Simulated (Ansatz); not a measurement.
## One arrangement of a pair

The pair of HF (SMILES F, atoms 1–2) and SiH$_{4}$ (SMILES [SiH4], atoms 3–7), both closed shells, in one local arrangement (a lower one may exist), relaxed at PBE0-D4/def2-TZVP:

F1  (-0.382, -0.189, -2.598)
H2  (-0.440, 0.303, -1.817)
Si3  (0.173, -0.039, 0.894)
H4  (0.128, 0.664, 2.198)
H5  (-0.667, -1.259, 0.930)
H6  (1.569, -0.374, 0.529)
H7  (-0.381, 0.893, -0.136)
(Å)

Computed with Ansatz 0.2.0 (basis: def2-TZVPPD, with def2-QZVPPD for the basis limit); correlated methods freeze the cores. B3LYP uses VWN-RPA correlation. Extrapolation: Hartree–Fock as exp(−7.88 √X), correlation as X^−2.97. Interaction energies count from these two fragments, frozen as in the pair, with the counterpoise correction; negative means bound.

Question: What is the interaction energy by CCSD(T) at an estimated basis limit (MP2 extrapolated from triple and quadruple zeta, plus CCSD(T) − MP2 in triple zeta)? (To be estimated.)

Answer: The calculation gives: -1.32 kcal/mol. Hartree–Fock alone gives 0.21 kcal/mol at the basis limit, so without correlation the pair would not bind at this distance. It counts from the two fragments frozen as in the pair.

The same quantity by other methods in triple zeta, and each one's difference from that estimate:
```tsv
method	E_int (kcal/mol)	difference
PBE-D4	-2.08	-0.76
revPBE-D4	-1.29	0.03
BLYP-D4	-1.57	-0.25
r2SCAN-D4	-1.77	-0.45
B97M-V	-1.65	-0.34
PBE0-D4	-1.75	-0.43
B3LYP-D4	-1.61	-0.29
HSE06-D4	-1.76	-0.44
wB97X-V	-1.47	-0.16
wB97M-V	-1.46	-0.14
B2PLYP	-1.11	0.21
HF	0.22	1.53
MP2	-1.07	0.25
CCSD	-0.89	0.43
CCSD(T)	-1.12	0.20
```
Differences are method less estimate.

Question: Which atoms make the shortest contact between the fragments?

Answer: H2 and H7, 1.78 Å apart.

Basis-set superposition shift (counterpoise-corrected less uncorrected): CCSD(T) 0.29; MP2 0.29; HF 0.03; PBE0-D4 0.03; wB97M-V 0.03 kcal/mol.

The T1 diagnostic stays at or below 0.011.

For scale, one of the runs: CCSD(T)/def2-TZVPPD, 173 basis functions, launched by `ansatz run in.yaml --threads 2 --pin off --events-out ev --progress --plain --max-ram 5222MiB`. The run took 40 s on 2 CPU threads of an Arm Neoverse N1 (shared host), with 1.4 GiB of host memory at its peak.
